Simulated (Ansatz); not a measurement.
**AlB2H5: ladder of basis sets from a Python script**

How does the energy of AlB2H5 converge with the basis? The task is a ladder of basis sets, for AlB2H5.

Computed with the Python package of Ansatz 0.2.0. The levels of theory stand in the script.

## (1) The structure

Bond lengths: B1–B2 1.607 Å, B2–Al3 2.045 Å, B1–H4 1.132 Å, B1–H5 1.242 Å, B2–H6 1.198 Å, Al3–H7 1.570 Å, Al3–H8 1.660 Å. Angles: B1–B2–Al3 117.9°, B1–B2–H6 121.2°, Al3–B2–H6 120.9°, B2–B1–H4 122.6°, B2–B1–H5 119.6°, H4–B1–H5 117.8°, B2–Al3–H7 122.4°, B2–Al3–H8 118.9°, H7–Al3–H8 118.6°.

alb2h5.xyz, read by the script:

```xyz
8

B    -1.19780    0.65480   -0.75300
B     0.09920    0.69790    0.19530
Al    1.05930   -1.06560    0.58440
H    -1.57420   -0.30090   -1.22770
H    -1.80620    1.70620   -1.00940
H     0.50080    1.73030    0.65160
H     0.58020   -2.43540   -0.01560
H     2.43090   -1.04440    1.51860
```

## (2) The code

Input file alb2h5_basis.py:

```python
import ansatz as az


def main() -> None:
    mol = az.Crystal.molecule_from_extxyz("alb2h5.xyz")

    calculation = mol.calculation().correlation("MP2")

    energies = {}
    for basis in ["cc-pVDZ", "cc-pVTZ"]:
        rep = calculation.basis(gaussian=basis).run(threads=1).report
        size = rep["n_frozen"] + rep["n_occupied"][0] + rep["n_virtual"][0]
        energies[basis] = (rep["reference_energy_ev"] / 27.211386246, rep["free_energy_ev"] / 27.211386246)
        print(f"{basis:14s} {size:4d} orbitals  reference {energies[basis][0]:14.6f} Ha  total {energies[basis][1]:14.6f} Ha")

    small, large = (energies[b][1] - energies[b][0] for b in ("cc-pVDZ", "cc-pVTZ"))
    limit = (3 ** 3 * large - 2 ** 3 * small) / (3 ** 3 - 2 ** 3)
    print(f"correlation energy: {small:.6f} and {large:.6f} Ha, extrapolated {limit:.6f} Ha")
    print(f"share caught by the larger set: {100 * large / limit:.1f} %")


if __name__ == "__main__":
    main()
```

## (3) The calls as engine input

The engine receives this input (first run):

```yaml
crystal:
  periodic: [false, false, false]
  atoms:
    - { symbol: B, position_ang: [-1.1978, 0.6548, -0.753] }
    - { symbol: B, position_ang: [0.0992, 0.6979, 0.1953] }
    - { symbol: Al, position_ang: [1.0593, -1.0656, 0.5844] }
    - { symbol: H, position_ang: [-1.5742, -0.3009, -1.2277] }
    - { symbol: H, position_ang: [-1.8062, 1.7062, -1.0094] }
    - { symbol: H, position_ang: [0.5008, 1.7303, 0.6516] }
    - { symbol: H, position_ang: [0.5802, -2.4354, -0.0156] }
    - { symbol: H, position_ang: [2.4309, -1.0444, 1.5186] }
basis:
  gaussian:
    orbitals: cc-pVDZ
correlation:
  method: mp2
```

## (4) The run

On the command line:

```sh
python alb2h5_basis.py
```

Log:

```text
cc-pVDZ          71 orbitals  reference    -294.068982 Ha  total    -294.289691 Ha
cc-pVTZ         164 orbitals  reference    -294.094365 Ha  total    -294.367806 Ha
correlation energy: -0.220709 and -0.273441 Ha, extrapolated -0.295644 Ha
share caught by the larger set: 92.5 %
```

It took 4 s on 1 thread of Arm Neoverse V2, shared host; peak memory 0.3 GiB.

## (5) Inputs of later runs

The engine's inputs for the other runs:

Run 2, against run 1:

```diff
@@ -14 +14 @@
-    orbitals: cc-pVDZ
+    orbitals: cc-pVTZ
```

## (6) Run by run

From the records of these 2 runs:

| run | basis | energy (eV) | iterations in all | CPU time (s) |
| --- | --- | --- | --- | --- |
| 1 | cc-pVDZ | -8008.0305 | 14 | 0.49 |
| 2 | cc-pVTZ | -8010.1561 | 19 | 3.2 |

Correlation energies (total less mean field):

| basis | correlation (eV) | share of the last | miss against the last (eV) | CPU time (s) |
| --- | --- | --- | --- | --- |
| cc-pVDZ | -6.006 | 80.7 % | +1.435 | 0.49 |
| cc-pVTZ | -7.441 | 100.0 % | +0.000 | 3.2 |

## (7) Outcome

| quantity | value |
| --- | --- |
| extrapolated correlation energy | -0.295644 Ha |
| runs compared | 2 |
| correlation energy, last run | -7.441 eV |

**Reading.** Against cc-pVDZ: cc-pVTZ -78.1 mHa. The last step alone is -78.11 mHa. What to keep in mind:
- The drop along the ladder measures the basis error, and is no property of the molecule.
- The geometry is a force-field or estimated start, not a minimum of this method, and the last set is no limit. Much of the fall in a total is atomic energy, which cancels in bond and reaction energies.
- Inner cores stay frozen, so this is valence correlation.
- For Al to Cl the sets with a tight d function, cc-pV(X+d)Z, are usual.
- An extrapolation from small basis sets is rough.
